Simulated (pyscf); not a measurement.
Structures and frequencies: ωB97X-D3(BJ)/def2-SVP in PySCF.

Question: What is the homolytic dissociation enthalpy (298 K, ωB97M-D3(BJ)/def2-TZVP) of the S–Zn bond of H₃C–S–Zn–SH (SMILES C[S][Zn][SH]), to H₃C–S• + [HS–Zn]•?

Answer: S–Zn to H₃C–S• + [HS–Zn]•: 74.6 kcal/mol. The 7 functionals that were run give +70.3 (B3LYP-D3(BJ)) to +78.9 kcal/mol (ωB97X-D3(BJ)). The radicals are drawn with the spin at the cut bond; how far it spreads was not checked. Other isomers of H₃C–S• were not searched in full and may lie lower. Elements up to Kr have no core potential and no relativistic terms here.
